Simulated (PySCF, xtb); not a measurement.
BCl3, SMILES ClB(Cl)Cl.

Coordinates come from a PBE0-D3(BJ)/def2-SVP optimisation. The isomer is the one that the SMILES or the coordinates give; other isomers of the formula were not compared.

Calculation: C-PCM-PBE0/def2-SVP run with PySCF.

The values are the electrostatic part of the solvation free energy, E(continuum) − E(gas) at the gas-phase geometry, in a cavity of scaled van der Waals radii (PySCF's table); cavitation and dispersion terms are not included. In vacuum the orbital gap is 7.57 eV. The dipole moment in vacuum is 0.00 D.

Q: Estimate the values in water (ε = 78.36), benzene (ε = 2.27), dimethylsulfoxide (ε = 46.83). (Estimate from the structure and the level; the computed values follow.)

A: 
```tsv
solvent	ε	ΔG(elec) (kcal/mol)	dipole (D)	gap (eV)
water	78.36	-0.6	0.00	7.64
benzene	2.27	-0.3	0.00	7.61
dimethylsulfoxide	46.83	-0.6	0.00	7.64
```

For comparison, GFN2-xTB/ALPB(water) (xtb, at the GFN2-xTB geometry, all terms of that model) gives -0.8 kcal/mol.
